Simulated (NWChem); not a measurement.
System: H, doublet

The following NWChem deck was run.

```
start job
memory heap 200 mb stack 900 mb global 1100 mb
geometry units angstroms noautoz
  H      0.000000     0.000000     0.000000
end
basis spherical
  H library cc-pvqz
end
dft
  odft
  mult 2
  xc pbe0
  iterations 150
  mulliken
end
task dft energy
```

NWChem printed, in part:

```
             Northwest Computational Chemistry Package (NWChem) 7.3.0
             --------------------------------------------------------

                             Geometry "geometry" -> ""
                             -------------------------

 Output coordinates in angstroms (scale by  1.889725989 to convert to a.u.)

  No.       Tag          Charge          X              Y              Z
 ---- ---------------- ---------- -------------- -------------- --------------
    1 H                    1.0000     0.00000000     0.00000000     0.00000000

 Effective nuclear repulsion energy (a.u.)       0.0000000000

                                 NWChem DFT Module
                                 -----------------

 Summary of "ao basis" -> "ao basis" (spherical)
 ------------------------------------------------------------------------------
       Tag                 Description            Shells   Functions and Types
 ---------------- ------------------------------  ------  ---------------------
 H                          cc-pvqz                 10       30   4s3p2d1f

            General Information
            -------------------
          SCF calculation type: DFT
          Wavefunction type:  spin polarized.
          No. of atoms     :     1
          No. of electrons :     1
           Alpha electrons :     1
            Beta electrons :     0
          Charge           :     0
          Spin multiplicity:     2
          Use of symmetry is: off; symmetry adaption is: off
          Maximum number of iterations: 150
          AO basis - number of functions:    30
                     number of shells:    10
          Convergence on energy requested:  1.00D-06
          Convergence on density requested:  1.00D-05
          Convergence on gradient requested:  5.00D-04

              XC Information
              --------------
                         PBE0 Method XC Functional
                     Hartree-Fock (Exact) Exchange  0.250
          PerdewBurkeErnzerhof Exchange Functional  0.750
            Perdew 1991 LDA Correlation Functional  1.000 local
           PerdewBurkeErnz. Correlation Functional  1.000 non-local

             Grid Information
             ----------------
          Grid used for XC integration:  medium
          Radial quadrature: Mura-Knowles
          Angular quadrature: Lebedev.
          Tag              B.-S. Rad. Rad. Pts. Rad. Cut. Ang. Pts.
          ---              ---------- --------- --------- ---------
          H                   0.35       45           5.0       434
          Grid pruning is: on
          Number of quadrature shells:    45
          Spatial weights used:  Erf1

      Superposition of Atomic Density Guess
      -------------------------------------

 Sum of atomic energies:          -0.49994481

      Non-variational initial energy
      ------------------------------

 Total energy =      -0.499946
 1-e energy   =      -0.499946
 2-e energy   =       0.000000
 HOMO         =      -0.499946
 LUMO         =      -0.023948

     ---------------------------------------------
      Total Density - Mulliken Population Analysis
     ---------------------------------------------

    Atom       Charge   Shell Charges
 -----------   ------   -------------------------------------------------------
    1 H    1     1.00   0.05  0.22  0.49  0.25  0.00  0.00  0.00  0.00  0.00 -0.00

     --------------------------------------------
      Spin Density - Mulliken Population Analysis
     --------------------------------------------

    Atom       Charge   Shell Charges
 -----------   ------   -------------------------------------------------------
    1 H    1     1.00   0.05  0.22  0.49  0.25  0.00  0.00  0.00  0.00  0.00 -0.00

   convergence    iter        energy       DeltaE   RMS-Dens  Diis-err
 ---------------- ----- ----------------- --------- --------- ---------
 d= 0,ls=0.0,diis     1     -0.5009943846 -5.01D-01  1.45D-03  7.03D-04
                                                     0.00D+00  0.00D+00
 d= 0,ls=0.0,diis     2     -0.5012247982 -2.30D-04  1.61D-04  9.37D-06
                                                     0.00D+00  0.00D+00
 d= 0,ls=0.0,diis     3     -0.5012276703 -2.87D-06  1.39D-06  1.19D-09
                                                     0.00D+00  0.00D+00
 d= 0,ls=0.0,diis     4     -0.5012276709 -5.92D-10  1.03D-07  1.83D-12
                                                     0.00D+00  0.00D+00

         Total DFT energy =       -0.501227670917
      One electron energy =       -0.499699450719
           Coulomb energy =        0.309107905645
    Exchange-Corr. energy =       -0.310636125843
 Nuclear repulsion energy =        0.000000000000

 Numeric. integr. density =        0.999999938927

                    DFT Final Alpha Molecular Orbital Analysis
                    ------------------------------------------

 Vector    1  Occ=1.000000D+00  E=-3.351670D-01
              MO Center= -2.6D-15, -9.0D-16,  1.6D-16, r^2= 8.7D-01
   Bfn.  Coefficient  Atom+Function         Bfn.  Coefficient  Atom+Function
  ----- ------------  ---------------      ----- ------------  ---------------
     3      0.458686  1 H  s                  4      0.331674  1 H  s
     2      0.264521  1 H  s                  1      0.089855  1 H  s

 Vector    2  Occ=0.000000D+00  E= 1.842411D-01
              MO Center=  8.0D-16,  1.1D-15,  6.6D-16, r^2= 3.6D+00
   Bfn.  Coefficient  Atom+Function         Bfn.  Coefficient  Atom+Function
  ----- ------------  ---------------      ----- ------------  ---------------
     4      1.697272  1 H  s                  3     -1.425304  1 H  s
     1     -0.083337  1 H  s

[...]
```

Level: PBE0/cc-pVQZ, spin-unrestricted. No stability test was run on the SCF state.
